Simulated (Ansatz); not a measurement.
**C2HO radical: single points off equilibrium**

An exercise on one series of results from a longer session: the logs are not shown, and one member is left open.

Method: single points in def2-TZVPP; program: Ansatz 0.2.0, Gaussian basis.

Correlated methods freeze the cores. Orbitals are unrestricted. B3LYP uses VWN-RPA correlation.

### The starting structure

SMILES `[C]1=CO1`, 4 atoms, charge 0, spin multiplicity 2.

Atoms are counted from 1 here; the program's logs count them from 0.

Bond lengths: C1–C2 1.338 Å, C1–O3 1.464 Å, C2–O3 1.342 Å, C2–H4 1.076 Å. Angles: C2–C1–O3 57.0°, C1–C2–O3 66.2°, C1–C2–H4 161.0°, O3–C2–H4 129.2°, C1–O3–C2 56.7°.

Coordinates:

```xyz
4

C    -0.65140   -0.95610    0.10290
C     0.31590   -0.03290    0.06880
O    -0.84810    0.38350   -0.45380
H     1.18290    0.54300    0.34270
```

Set-up of the first run:

run/in.yaml reads:

```yaml
crystal:
  periodic: [false, false, false]
  atoms:
    - {symbol: C, position_ang: [-0.651400, -0.956100, 0.102900]}
    - {symbol: C, position_ang: [0.315900, -0.032900, 0.068800]}
    - {symbol: O, position_ang: [-0.848100, 0.383500, -0.453800]}
    - {symbol: H, position_ang: [1.182900, 0.543000, 0.342700]}
basis:
  gaussian: {orbitals: def2-TZVPP}
magnetization: {spin_polarized: true, initial_magnetization: 1}
correlation: {method: ccsd_t}
scf: {omitted_lower_state_checks: [cluster_reference]}
output: {forces: true}
```

No record of the launch command was kept for these runs.

Steps of the session up to this table: CCSD(T)/def2-TZVPP; PBE0-D4/def2-TZVPP; wB97M-V/def2-TZVPP; r2SCAN-D4/def2-TZVPP; PBE-D4/def2-TZVPP; B97M-V/def2-TZVPP; B3LYP-D4/def2-TZVPP.

One table of the session follows, with a row left open; its other results are not shown here.

| method | RMS force component (eV/Å) | angle to CCSD(T) forces (°) | dipole (D) |
| --- | --- | --- | --- |
| CCSD(T) | 0.885 | reference | 2.93 |
| PBE0-D4 | 0.437 | 17.2 | 2.99 |
| wB97M-V | ? | ? | ? |
| r2SCAN-D4 | 0.696 | 7.4 | 3.01 |
| PBE-D4 | 0.945 | 8.7 | 2.98 |
| B97M-V | 0.573 | 14.2 | 2.95 |
| B3LYP-D4 | 0.630 | 13.5 | 2.99 |

Estimate the missing values for wB97M-V.

The run gave: RMS force component (eV/Å): 0.500; angle to CCSD(T) forces (°): 13.7; dipole (D): 2.98. In the column «RMS force component (eV/Å)» it lies between PBE0-D4 (0.437) and B97M-V (0.573).
